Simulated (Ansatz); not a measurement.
# Heat of formation of NOF (nitrosyl fluoride) from total energies

NOF: 3 atoms, total charge 0, spin state singlet. As SMILES, `O=NF`. The shape is that of a PBE0-D4/def2-TZVP optimisation.

```xyz
3

O     0.8683    0.2430    0.5047
N     0.1489   -0.4825    0.0299
F    -1.0173    0.2396   -0.5346
```

Total energies at CCSD(T)/def2-TZVPP, 3 core orbitals frozen (Ansatz 0.2.0); the atoms run unrestricted:

```
species    state  energy (Eh)
    NOF  singlet  -229.438658
      O  triplet   -74.976745
      N  quartet   -54.515941
      F  doublet   -99.625057
```

Harmonic wavenumbers at PBE0-D4/def2-TZVP, in cm⁻¹: 560, 824, 1969.

Measured heats of formation of the gaseous atoms at 298.15 K, in kJ/mol: O 249.2, N 472.4, F 79.4. Spin-orbit lowering of the atoms at 298 K (mean of the ground term's levels less their thermal mean, from spectra), in kJ/mol: O 0.40, F 1.29. Take 1 Eh = 2625.50 kJ/mol, 1 cm⁻¹ = 0.0119627 kJ/mol, RT = 2.479 kJ/mol.

Q: What heat of formation follows?

A: 
1. Electronic atomisation energy: (-74.976745) + (-54.515941) + (-99.625057) − (-229.438658) = 0.320915 Eh = 842.6 kJ/mol.
2. Zero-point energy: half the sum of the wavenumbers, 1676.5 cm⁻¹ = 20.1 kJ/mol.
3. Thermal vibrational enthalpy, Σ hcν̃/(exp(hcν̃/kT) − 1): 0.7 kJ/mol. Translation, rotation and pV of a non-linear molecule: 4 RT = 9.9 kJ/mol.
4. The 3 free atoms carry 5/2 RT each: 18.6 kJ/mol.
5. Spin-orbit coupling lowers the free atoms by 0.40 + 1.29 = 1.7 kJ/mol.
6. Atomisation enthalpy at 298 K: 842.6 − 1.7 − 20.1 − 0.7 − 9.9 + 18.6 = 828.8 kJ/mol.
7. Sum of the atoms' heats of formation: 801.0 kJ/mol. Heat of formation: 801.0 − 828.8 = -27.8 kJ/mol.

The tabulated value is -65.7 kJ/mol (NIST-JANAF tables; in doubt: newer work gives another value), so this level is off by +37.9 kJ/mol, or 4.4 % of the atomisation enthalpy that the table implies (866.7 kJ/mol). Coupled cluster needs large bases for atomisation: in a finite one the molecule is underbound. Anharmonicity and any spin-orbit splitting of the molecule are left out, and so is core correlation.
